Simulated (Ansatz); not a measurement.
# Boltzmann transport of BaSO at constant τ

Method: DFT PBEsol, scalar-relativistic, plane waves, PAW in Ansatz. Settings: 420 eV plane-wave cutoff, Γ-centred 10×10×10 mesh, Gaussian smearing of 0.02 eV. No spin polarisation.

The cell, relaxed at this level:
```yaml
crystal:
  lattice:
    - [-2.14665, 2.14665, 3.62691]
    - [2.14665, -2.14665, 3.62691]
    - [2.14665, 2.14665, -3.62691]
  atoms:
    - { symbol: Ba, position: [0.97453, 0.97453, 0.00000] }
    - { symbol: S, position: [0.39771, 0.39771, 0.00000] }
    - { symbol: O, position: [0.62776, 0.62776, 0.00000] }
```

The cell was built by swapping an element in a database structure (itself possibly hypothetical) and relaxing; it need not be the stable form of this composition. Spin–orbit coupling is left out, which matters for heavy elements.

Constant relaxation time and rigid bands. The levels are interpolated over the whole zone and filled by a Fermi function at the stated temperature, with the chemical potential set by the electron count. The Kohn–Sham gap on the mesh is 0.91 eV and isn't corrected.

(1) Give the Seebeck coefficient (μV/K; xx, yy, zz) and the conductivity masses (m_e; principal values, sorted) at 600 K against doping (cm⁻³).

(2) At 10¹⁸ cm⁻³, which carrier is lighter?

## Answers

(1)
```tsv
doping	S	m*
n 1e18	-511 -511 -514	0.36 0.36 1.59
n 1e19	-315 -315 -319	0.36 0.36 1.59
n 1e20	-138 -138 -145	0.37 0.37 1.62
n 1e21	-52 -52 -113	0.48 0.48 1.06
p 1e18	689 689 734	1.04 1.33 1.33
p 1e19	492 492 537	1.04 1.34 1.34
p 1e20	301 301 345	1.03 1.37 1.37
p 1e21	143 143 179	0.97 1.61 1.61
```

(2) Electrons, 0.49 against 1.22 m_e (harmonic means of the principal values).